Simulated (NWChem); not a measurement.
**One shape, several levels: NH3 (ammonia)**

We compute a comparison of 6 runs (HF/3-21G, HF/6-31+G*, HF/def2-SVP, B3LYP/6-31G*, r2SCAN/def2-TZVPPD, MP2/6-311G**) of NH3 (ammonia). 

The results are computed with NWChem 7.3.0.

1 further run of the same task is left out (set aside as unsound or not needed). Runs told in other sessions of the task aren't counted.

### Step 1. The structure to begin with

The species is NH3 (4 atoms), meant as a singlet with charge 0. SMILES: `N`. The shape is that of a PBE0-D4/def2-TZVP optimisation.

Bond lengths: N1–H2 1.013 Å, N1–H3 1.013 Å, N1–H4 1.013 Å. Angles: H2–N1–H3 107.1°, H2–N1–H4 107.1°, H3–N1–H4 107.1°.

### Step 2. Energy and gradient at HF/3-21G (run 1)

struct.nw

```
start struct
memory total 2200 mb
geometry units angstroms noautosym nocenter noautoz
   N     -0.069910     0.249470     0.110930
   H      0.490470    -0.301820     0.749180
   H     -0.887480    -0.301940    -0.118910
   H      0.466920     0.354280    -0.741200
end
basis spherical bse
   N library 3-21G
   H library 3-21G
end
scf
   singlet
   rhf
   thresh 1e-08
   maxiter 80
   noprint "final vectors analysis"
end
task scf gradient
```

On the command line:

```sh
$ nwchem struct.nw > struct.out
```

What it wrote:

```text
[...]
  functions       =    15
[...]
  wavefunction    = RHF
[...]
         Total SCF energy =    -55.870692866478
      One-electron energy =    -99.231031501722
      Two-electron energy =     31.410798758280
 Nuclear repulsion energy =     11.949539876964
        Time for solution =      0.1s
[...]
                         RHF ENERGY GRADIENTS
    atom               coordinates                        gradient
                 x          y          z           x          y          z
   1 N      -0.132111   0.471430   0.209627   -0.004616   0.016461   0.007317
   2 H       0.926854  -0.570357   1.415745    0.001037  -0.005251  -0.003289
   3 H      -1.677094  -0.570584  -0.224707    0.002522  -0.005249  -0.002353
   4 H       0.882351   0.669492  -1.400665    0.001057  -0.005961  -0.001676
[...]
```

Wall time 0.66 s (1 thread of Intel Xeon Platinum 8259CL at 2.50GHz (Skylake/Cascade Lake), shared host); peak memory 0.1 GiB.

### Step 3. Energy and forces at HF/6-31+G(d) (spherical functions) (run 2)

h3n.nw

```
start h3n
memory total 2200 mb
charge 0

geometry noautosym nocenter noautoz
  N    -0.069910    0.249470    0.110930
  H     0.490470   -0.301820    0.749180
  H    -0.887480   -0.301940   -0.118910
  H     0.466920    0.354280   -0.741200
end

basis spherical bse
  * library 6-31+G*
end

scf
  thresh 1e-08
  maxiter 80
end

task scf gradient
```

On the command line:

```sh
$ nwchem h3n.nw > h3n.out
```

What it wrote:

```text
[...]
  functions       =    24
[...]
  wavefunction    = RHF
[...]
         Total SCF energy =    -56.188673740418
      One-electron energy =    -99.504768550785
      Two-electron energy =     31.366554933403
 Nuclear repulsion energy =     11.949539876964
        Time for solution =      0.4s
[...]
                         RHF ENERGY GRADIENTS
    atom               coordinates                        gradient
                 x          y          z           x          y          z
   1 N      -0.132111   0.471430   0.209627   -0.002987   0.010647   0.004731
   2 H       0.926854  -0.570357   1.415745    0.004873  -0.005363   0.004943
   3 H      -1.677094  -0.570584  -0.224707   -0.006559  -0.005362  -0.002259
   4 H       0.882351   0.669492  -1.400665    0.004673   0.000078  -0.007416
[...]
```

Wall time 1.1 s (1 thread of Intel Xeon Platinum 8259CL at 2.50GHz (Skylake/Cascade Lake), shared host); peak memory 0.1 GiB.

### Step 4. Energy and forces at HF/def2-SVP (run 3)

h3n.nw

```
start h3n
title "H3N hf"
memory stack 880 mb heap 220 mb global 1100 mb

geometry noautosym nocenter noautoz
 N       -0.069910       0.249470       0.110930
 H        0.490470      -0.301820       0.749180
 H       -0.887480      -0.301940      -0.118910
 H        0.466920       0.354280      -0.741200
end

basis spherical bse
 N library def2-SVP
 H library def2-SVP
end

scf
 thresh 1e-08
 maxiter 80
end

task scf gradient
```

On the command line:

```sh
$ nwchem h3n.nw > h3n.out
```

What it wrote:

```text
[...]
  functions       =    29
[...]
  wavefunction    = RHF
[...]
         Total SCF energy =    -56.148752051362
      One-electron energy =    -99.567908285014
      Two-electron energy =     31.469616356688
 Nuclear repulsion energy =     11.949539876964
        Time for solution =      0.4s
[...]
                         RHF ENERGY GRADIENTS
    atom               coordinates                        gradient
                 x          y          z           x          y          z
   1 N      -0.132111   0.471430   0.209627   -0.001422   0.005062   0.002248
   2 H       0.926854  -0.570357   1.415745    0.003617  -0.003158   0.004535
   3 H      -1.677094  -0.570584  -0.224707   -0.005649  -0.003156  -0.001302
   4 H       0.882351   0.669492  -1.400665    0.003454   0.001251  -0.005481
[...]
```

It took 1.1 s on 1 thread of Intel Xeon Platinum 8259CL at 2.50GHz (Skylake/Cascade Lake), shared host; peak memory 0.1 GiB.

Runs 4 to 5 aren't shown in full; the table further down has their settings and results.

### Step 5. Energy and gradient at MP2/6-311G(d,p) (run 6)

h3n.xyz

```xyz
4
H3N
N     -0.069910     0.249470     0.110930
H      0.490470    -0.301820     0.749180
H     -0.887480    -0.301940    -0.118910
H      0.466920     0.354280    -0.741200
```

h3n.nw

```
start h3n
title "H3N"
memory stack 880 mb heap 220 mb global 1100 mb
geometry units angstroms noautosym nocenter noautoz
 load h3n.xyz
end
basis spherical bse
 N library 6-311G**
 H library 6-311G**
end
scf
 thresh 1e-08
 maxiter 80
 print low
end
mp2
 freeze core 1
 tight
end
task mp2 gradient
```

On the command line:

```sh
$ nwchem h3n.nw > h3n.out
```

What it wrote:

```text
[...]
  functions       =    36
[...]
  wavefunction    = RHF
[...]
         Total SCF energy =    -56.210058655112
      One-electron energy =    -99.660438329700
      Two-electron energy =     31.500839797624
 Nuclear repulsion energy =     11.949539876964
        Time for solution =      0.8s
[...]
          Total MP2 energy           -56.408722910062
[...]
                         mp2 ENERGY GRADIENTS
    atom               coordinates                        gradient
                 x          y          z           x          y          z
   1 N      -0.132111   0.471430   0.209627    0.000879  -0.003146  -0.001402
   2 H       0.926854  -0.570357   1.415745   -0.000001   0.000913   0.000954
   3 H      -1.677094  -0.570584  -0.224707   -0.000857   0.000915   0.000415
   4 H       0.882351   0.669492  -1.400665   -0.000020   0.001318   0.000034
[...]
```

It took 2.6 s on 1 thread of Intel Xeon Platinum 8259CL at 2.50GHz (Skylake/Cascade Lake), shared host; peak memory 0.11 GiB.

### Step 6. All runs side by side

```csv
run,level,Cartesian functions,iteration cap,energy (Eh),dipole moment (D),largest force (eV/Å),wall time
1,HF/3-21G,no,80,-55.870693,2.15,0.956,0.66 s
2,HF/6-31+G* (spherical functions),no,80,-56.188674,1.92,0.618,1.1 s
3,HF/def2-SVP,no,80,-56.148752,1.77,0.340,1.1 s
4,B3LYP/6-31G* (Cartesian functions),yes,100,-56.547790,1.85,0.426,4.2 s
5,r2SCAN/def2-TZVPPD,no,100,-56.549843,1.50,0.114,29 s
6,MP2/6-311G**,no,80,-56.408723,1.69,0.183,2.6 s
```

### Step 7. What came out

```
                                                      quantity         value
                                           run 6: total energy  -56.40872 Eh
run 6: dipole moment (of the density that the program reports)        1.69 D
             run 6: correlation energy (1 core orbital frozen)    -198.7 mEh
                               run 6: largest force on an atom    0.183 eV/Å
```

The dipole moment (its size) runs from 1.50 D (r2SCAN/def2-TZVPPD) to 2.15 D (HF/3-21G). The two ends differ in method and basis. Over runs 2, 3, 5 the HOMO–LUMO gap runs from 7.00 eV (r2SCAN/def2-TZVPPD) to 16.24 eV (HF/def2-SVP). Totals of different functionals can't be ranked against each other. All runs together took 38 s, the longest 29 s.
